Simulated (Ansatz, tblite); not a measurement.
**The cluster As₂Se: one state, many levels**

The task here is to estimate one member of a computed series from the others.

Computed with Ansatz 0.2.0, Gaussian basis. Level: as each input shows.

Levels to be run: GFN1-xTB, GFN2-xTB, PBE-D4/def2-TZVP, r2SCAN-D4/def2-TZVP, HF/def2-TZVP, BLYP-D4/def2-TZVP, B3LYP-D4/def2-TZVP, r2SCANh-D4/def2-TZVP, B97M-V/def2-TZVP, PBE-D4/def2-SVP, PBE0-D4/def2-SVP, HF/STO-3G, PBE0-D4/def2-TZVPD, PBE-D4/def2-TZVPD, r2SCAN-D4/def2-TZVPD, CCSD(T)/def2-TZVPP, MP2/def2-TZVP, RPA/def2-TZVP.

### The structure

The singlet was relaxed beforehand with PBE0-D4/def2-TZVP. At that level it is the lowest of the isomers that a small search found.

3 atoms, charge 0, spin multiplicity 1.

Bond lengths: As1–As2 2.207 Å, As1–Se3 2.424 Å, As2–Se3 2.423 Å. Angles: As2–As1–Se3 62.9°, As1–As2–Se3 62.9°, As1–Se3–As2 54.2°.

PBE0-D4/def2-TZVP was run before; its log isn't repeated, and its numbers join the tables.

Set-up of the first run:

Tight binding, by tblite at 300 K electronic temperature and without a spin-polarisation term:

```python
tblite.interface.Calculator('GFN1-xTB', numbers, positions, charge=0, uhf=0).singlepoint()
```

Tight binding, by tblite at 300 K electronic temperature and without a spin-polarisation term:

```python
tblite.interface.Calculator('GFN2-xTB', numbers, positions, charge=0, uhf=0).singlepoint()
```

start.molden holds the orbitals of an earlier run on this state, given as this run's starting guess.

in.yaml reads:

```yaml
crystal:
  periodic: [false, false, false]
  atoms:
    - {symbol: As, position_ang: [-0.450100, 0.767215, -0.971456]}
    - {symbol: As, position_ang: [0.940468, 0.563250, 0.729724]}
    - {symbol: Se, position_ang: [-0.490368, -1.330465, 0.241733]}
basis:
  gaussian: {orbitals: def2-TZVP, initial_orbitals: start.molden}
hamiltonian: {xc: pbe, dispersion: d4}
scf: {omitted_lower_state_checks: [starts]}
output: {orbitals: {seedname: orbitals}}
```

Command:

```
$ ansatz run in.yaml --threads 4 --pin off --events-out ev --progress --plain --max-ram 3916MiB
```

Among the steps run: PBE-D4/def2-TZVP; r2SCAN-D4/def2-TZVP; HF/def2-TZVP; BLYP-D4/def2-TZVP; B3LYP-D4/def2-TZVP; r2SCANh-D4/def2-TZVP; B97M-V/def2-TZVP; PBE-D4/def2-SVP; PBE0-D4/def2-SVP; HF/STO-3G; PBE0-D4/def2-TZVPD; PBE-D4/def2-TZVPD; r2SCAN-D4/def2-TZVPD; CCSD(T)/def2-TZVPP; MP2/def2-TZVP; RPA/def2-TZVP.

One table of the session follows, with a row left open; its other results are not shown here.

It belongs to the step «Levels side by side». 

| level | HOMO (eV) | gap (eV) |
| --- | --- | --- |
| HF/STO-3G | -5.10 | 7.90 |
| HF/def2-TZVP | -7.70 | 7.28 |
| PBE-D4/def2-SVP | -4.59 | 0.66 |
| PBE-D4/def2-TZVP | -4.75 | 0.76 |
| PBE-D4/def2-TZVPD | -4.81 | 0.76 |
| BLYP-D4/def2-TZVP | -4.55 | 0.73 |
| r2SCAN-D4/def2-TZVP | -4.99 | 0.91 |
| r2SCAN-D4/def2-TZVPD | -5.02 | 0.92 |
| B97M-V/def2-TZVP | -4.95 | 1.12 |
| r2SCANh-D4/def2-TZVP | -5.35 | 1.55 |
| B3LYP-D4/def2-TZVP | ? | ? |
| PBE0-D4/def2-SVP | -5.66 | 2.35 |
| PBE0-D4/def2-TZVP | -5.74 | 2.41 |
| PBE0-D4/def2-TZVPD | -5.79 | 2.40 |

Estimate the missing values for B3LYP-D4/def2-TZVP.

**Answer.** HOMO (eV): -5.51; gap (eV): 2.04. In the column «HOMO (eV)» it lies between PBE0-D4/def2-SVP (-5.66) and r2SCANh-D4/def2-TZVP (-5.35).
